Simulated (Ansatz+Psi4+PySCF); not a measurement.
Results of a calculation; reference values are marked as such.
This PySCF input gave a total energy of -56.43695 hartree.

```python
from pyscf import gto, scf, mp

mol = gto.M(atom="""
N -0.034600 -0.071500 0.085200
H -0.443800 0.855700 0.166500
H 0.973500 0.060800 0.074300
H -0.287800 -0.415900 -0.837400
""", basis='aug-cc-pvtz', charge=-1, spin=1)
mf = scf.UHF(mol)
mf.kernel()
pt = mp.MP2(mf, frozen=1).run()
print(mf.e_tot, pt.e_corr, pt.e_tot)
```

(1) Write an input for Ansatz with the same method and basis set.

## Answers

(1)

```yaml
crystal:
  periodic: [false, false, false]
  atoms:
    - { symbol: "N", position_ang: [-0.0346, -0.0715, 0.0852] }
    - { symbol: H, position_ang: [-0.4438, 0.8557, 0.1665] }
    - { symbol: H, position_ang: [0.9735, 0.0608, 0.0743] }
    - { symbol: H, position_ang: [-0.2878, -0.4159, -0.8374] }
basis:
  gaussian: { orbitals: aug-cc-pVTZ }
total_charge: -1
magnetization:
  spin_polarized: true
  initial_magnetization: 1
hamiltonian:
  xc: hf
correlation:
  method: mp2
  frozen_orbitals: { H: 0, "N": 1 }
scf:
  omitted_lower_state_checks: [stability, starts, atomic_configurations, cluster_reference, orbital_swaps, given_window_search, neighbouring_geometries, increment]
```

Ansatz (development build ahead of 0.2.0) gave -56.43695 hartree, 0.03 meV from the first.
